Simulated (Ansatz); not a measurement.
Basis-set extrapolation for C₂H₆S₂ (`CSCS`) (PBE0-D4/def2-TZVP geometry, frozen core, the Gaussian-basis code of Ansatz). Multiplicity 1, RHF reference.

```csv
,def2-TZVPP,def2-QZVPP
HF,-874.337102,-874.363689
MP2 correlation,-0.710057,-0.764530
CCSD(T) correlation,-0.798005,not run
```

Energies in hartree. Use E(X) = E(∞) + A·exp(−7.88·√X) for Hartree–Fock and E(X) = E(∞) + B·X^(−2.97) for correlation, with X = 3 and 4, and add CCSD(T) minus MP2 of the smaller set to the MP2 limit.

Question: What is the CCSD(T) energy at the basis-set limit?

Answer: HF limit: -874.363689 + (-0.026587) × 0.13774 = -874.36735. MP2 limit: -0.764530 + (-0.054473) × 0.74074 = -0.80488. Higher-order term: -0.798005 − (-0.710057) = -0.08795. Total: -875.26018 hartree, 328.4 kJ/mol below CCSD(T)/def2-TZVPP.
